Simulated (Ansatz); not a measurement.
A calculation with Ansatz (development build ahead of 0.2.0).

```yaml
crystal:
  periodic: [false, false, false]
  atoms:
    - { symbol: S, position_ang: [0.0, -5.0e-05, -1.55699] }
    - { symbol: C, position_ang: [0.0, 0.0001, 0.0] }
    - { symbol: S, position_ang: [0.0, -5.0e-05, 1.55699] }
basis:
  gaussian: { orbitals: def2-SVP }
total_charge: 1
magnetization:
  initial_magnetization: 1
hamiltonian:
  xc: hf
correlation:
  method: mp2
  frozen_orbitals: { C: 1, S: 5 }
```

The input is written out in the form of the current development build from the run's settings. Correlation on restricted open-shell orbitals is semicanonical, with singles.

Output:

```json
{
  "Converged": "yes",
  "Reference energy": "-832.28507 hartree",
  "Correlation energy": "-0.37781 hartree",
  "Total energy": "-832.66288 hartree",
  "Spin squared of the determinant": "0.750",
  "Stability test": "minimum among restricted orbitals"
}
```

Messages of the program:
```
mean field -22647.63056112 eV, -832.2850720059 hartree, gradient 1.6e-10 eV, S^2 0.750000; 8 other ends of a descent, 0 dependent functions left out
```

Caution: an unrestricted determinant lies well below; MP2 on this radical cation hangs on the determinant chosen.
